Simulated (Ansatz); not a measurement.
# BClH5N: the cost of one run

Program: Ansatz 0.2.0. Level of theory: RKS LDA/def2-SVP. These are calculated values, not measurements.

## Step 1: Starting point

Bond lengths: B1–Cl2 2.210 Å, B1–H3 1.190 Å, B1–H4 1.190 Å, B1–N5 1.850 Å, N5–H6 1.060 Å, N5–H7 1.060 Å, Cl2–H8 1.382 Å, N5–H8 1.175 Å. Angles: B1–Cl2–H8 66.1°, Cl2–B1–H3 120.0°, Cl2–B1–H4 120.0°, Cl2–B1–N5 71.6°, H3–B1–H4 120.0°, H3–B1–N5 97.0°, H4–B1–N5 101.2°, B1–N5–H6 120.0°, B1–N5–H7 120.0°, B1–N5–H8 83.6°, H6–N5–H7 120.0°, H6–N5–H8 138.1°, H7–N5–H8 50.8°, Cl2–H8–N5 138.7°.

As a file:

```xyz
8

B     0.0000    0.0000    0.0000
Cl    0.0000    0.0000    2.2100
H     1.0305    0.0000   -0.5950
H    -1.0305    0.0000   -0.5950
N     0.0773   -1.7539    0.5833
H    -0.4410   -2.5119    0.0539
H     0.6400   -2.0009    1.4471
H     0.0556   -1.2621    1.6502
```

## Step 2: A restrained relaxation towards end A

Springs on the bonds that form and break draw the guess towards this end; the thresholds are loose.

Input file input.yaml:

```yaml
crystal:
  periodic: [false, false, false]
  atoms:
    - { symbol: B, position_ang: [0.0, 0.0, 0.0] }
    - { symbol: Cl, position_ang: [0.0, 0.0, 2.21] }
    - { symbol: H, position_ang: [1.0305, 0.0, -0.595] }
    - { symbol: H, position_ang: [-1.0305, 0.0, -0.595] }
    - { symbol: "N", position_ang: [0.0773, -1.7539, 0.5833] }
    - { symbol: H, position_ang: [-0.441, -2.5119, 0.0539] }
    - { symbol: H, position_ang: [0.64, -2.0009, 1.4471] }
    - { symbol: H, position_ang: [0.0556, -1.2621, 1.6502] }
basis:
  gaussian: { orbitals: def2-SVP }
hamiltonian:
  xc: lda
relax:
  f_tol: 0.15
  max_steps: 25
  restrain:
    - { distance: [0, 4], at: 2.75, k: 30.0 }
    - { distance: [7, 1], at: 2.57, k: 30.0 }
    - { distance: [0, 1], at: 1.86, k: 30.0 }
    - { distance: [7, 4], at: 1.06, k: 30.0 }
```

Command:

```bash
ansatz run input.yaml --threads 1 --pin off --max-ram 2048MiB --backend cpu --events-out ev --progress --plain --runs-dir out
```

Q: Estimate wall time and peak memory on 1 thread of Arm Neoverse V1, shared host.

About 14 s, with a peak of 0.13 GiB.
